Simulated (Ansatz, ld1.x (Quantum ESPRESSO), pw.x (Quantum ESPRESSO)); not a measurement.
**Li (Z = 3): does the TM potential hold in the solid?**

Li (Z = 3), norm-conserving Troullier–Martins (Kleinman–Bylander form), made with ld1.x (Quantum ESPRESSO) 7.5 (LDA (PW92), scalar-relativistic). Core [He], reference 2s1 2p0. Waves: 2s (bound): rc 3.55 bohr; 2p (bound, empty): rc 4.20 bohr; 3d channel at 0.35 Ry: rc 3.20 bohr. Local part: all-electron potential smoothed inside 2.40 bohr (lloc = -1). Core correction: Bessel-smoothed model core, default radius (core density twice the valence density).

Atomic tests: cutoffs needed: 6 Ry and 6 Ry (the cutoffs (Ry, on a coarse ladder) from which the occupation-weighted sum of valence levels, in a spherical-Bessel basis at the reference potential, stays within 10 and 1 mRy of its value at 400 Ry); ghost test: no extra level below or beside the all-electron valence levels (s, p, d, f tested) (spherical-Bessel basis up to 400 Ry, 20 bohr box); largest excitation error: -9.7 meV (all-electron minus pseudo) for 2s0 2p1, out of 2 test configurations.

Crystal test: diamond Li in pw.x 7.5, no spin, 8³ k-points, Fermi–Dirac smearing 0.01 Ry, cutoffs 50/200 Ry. The reference is all-electron LAPW (Ansatz 0.2.0) with the same functional, mesh and smearing; V0 and B0 come from Birch–Murnaghan fits to the pressures at five volumes. Errors are pseudo minus all-electron; Δ is the rms difference of the E(V) curves that follow from these fits, minima aligned, over ±6 % about the mean V0. Mesh and smearing are coarse, so the numbers serve the comparison and aren't converged zero-temperature values; the lattice is a test structure that the element need not adopt.

All-electron: a0 = 5.734 Å (V0 = 23.57 Å³/atom), B0 = 5.8 GPa.

**Question.** How far does the potential miss the all-electron equation of state?

**Answer.** mean pressure error (GPa): -0.35. The pressure does not cross zero within the volumes sampled, so no fit is given. The largest radius (4.20 bohr) exceeds half the bond length (2.35 bohr), so the spheres overlap, which is one possible source of error among others. This is a poor potential for the solid.

```
V (Å³/atom)  P all-electron (GPa)  P pseudo (GPa)
     22.439                  0.31           -0.10
     23.029                  0.14           -0.23
     23.620                 -0.01           -0.36
     24.210                 -0.15           -0.47
     24.801                 -0.27           -0.57
```

**Question.** At the middle volume, how do free energy and pressure move when the wave cutoff is lowered (ecutrho kept at four times it)?

**Answer.**

| cutoff (Ry) | shift of F (meV/atom) | shift of P (GPa) |
| --- | --- | --- |
| 22 | +0.0 | +0.00 |
| 30 | +0.0 | +0.00 |
| 40 | +0.0 | +0.00 |

Input at the middle volume:

```
&control
  calculation='scf', prefix='x', pseudo_dir='./', outdir='./tmp', tstress=.true., disk_io='none'
/
&system
  ibrav=0, nat=2, ntyp=1, ecutwfc=50, ecutrho=200, nbnd=8,
  occupations='smearing', smearing='fd', degauss=0.01
/
&electrons
  conv_thr=1e-09, mixing_beta=0.4, electron_maxstep=70
/
ATOMIC_SPECIES
Li 1.0 Li.UPF
CELL_PARAMETERS angstrom
  0.00000000 2.86919433 2.86919433
  2.86919433 0.00000000 2.86919433
  2.86919433 2.86919433 0.00000000
ATOMIC_POSITIONS crystal
Li 0.0000 0.0000 0.0000
Li 0.2500 0.2500 0.2500
K_POINTS automatic
8 8 8 0 0 0
```

```bash
pw.x < Li.scf.in > Li.scf.out
```

Lines of the output:

```
Message from routine setup:
     using ibrav=0 with symmetry is DISCOURAGED, use correct ibrav instead
     lattice parameter (alat)  =       7.6679  a.u.
     unit-cell volume          =     318.7913 (a.u.)^3
     number of electrons       =         2.00
     number of Kohn-Sham states=            8
     kinetic-energy cutoff     =      50.0000  Ry
     charge density cutoff     =     200.0000  Ry
     scf convergence threshold =      1.0E-09
     Exchange-correlation= PW
     number of k points=    29  Fermi-Dirac smearing, width (Ry)=  0.0100
     iteration #  1     ecut=    50.00 Ry     beta= 0.40
     total energy              =      -1.86266847 Ry
     estimated scf accuracy    <       0.00122006 Ry
     iteration #  2     ecut=    50.00 Ry     beta= 0.40
     total energy              =      -1.86249353 Ry
     estimated scf accuracy    <       0.00037886 Ry
     iteration #  3     ecut=    50.00 Ry     beta= 0.40
     total energy              =      -1.86251037 Ry
     estimated scf accuracy    <       0.00000132 Ry
     iteration #  4     ecut=    50.00 Ry     beta= 0.40
     total energy              =      -1.86251055 Ry
     estimated scf accuracy    <       0.00000001 Ry
     iteration #  5     ecut=    50.00 Ry     beta= 0.40
     the Fermi energy is     0.1763 ev
!    total energy              =      -1.86251055 Ry
     estimated scf accuracy    <          2.2E-10 Ry
     smearing contrib. (-TS)   =      -0.00333018 Ry
     The total energy is F=E-TS. E is the sum of the following terms:
     one-electron contribution =       0.75457705 Ry
     hartree contribution      =       0.00097773 Ry
     xc contribution           =      -1.62122600 Ry
     ewald contribution        =      -0.99350914 Ry
     convergence has been achieved in   5 iterations
          total   stress  (Ry/bohr**3)                   (kbar)     P=       -3.56
     Message from routine punch:
     Nothing written, as per user request (disk_io='none')
```

The run at the middle volume (29 k-points, 5 iterations) took about 4.5 s on one core of a shared host (Neoverse-V1, 32 threads, 247 GiB, load 33).
